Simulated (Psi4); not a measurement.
Process, species as SMILES: O (H2O) → [OH-] + H+
B3LYP-D3(BJ)/def2-TZVP geometries, fixed; electronic energies without zero-point terms.

Energies in hartree at PBE with Psi4; the deprotonation energy is their sum with the coefficients shown, times 627.509 kcal/mol a hartree; the bare proton counts zero. All functions are spherical. Density fitting with the program's default auxiliary sets. No added dispersion term, no relativity.

```tsv
species	coefficient	part	aug-cc-pVDZ	aug-cc-pVTZ	aug-cc-pVQZ
O (H2O)	-1	PBE	-76.35919	-76.38025	-76.38639
[OH-]	+1	PBE	-75.73531	-75.75431	-75.76042
```

Predict the deprotonation energy in aug-cc-pV5Z (X = 5): let each PBE step shrink by the ratio of the last two. Compare with the run.


- O (H2O): steps -0.02106 and -0.00614, ratio 0.292, so PBE -76.38818 (run: -76.38820).
- [OH-]: steps -0.01900 and -0.00611, ratio 0.322, so PBE -75.76239 (run: -75.76272).
Predicted 392.69 kcal/mol; the run in aug-cc-pV5Z gives 392.49, a miss of 0.19. Keeping the value in aug-cc-pVQZ, 392.80, would miss by 0.31. All sums are of the energies as printed.
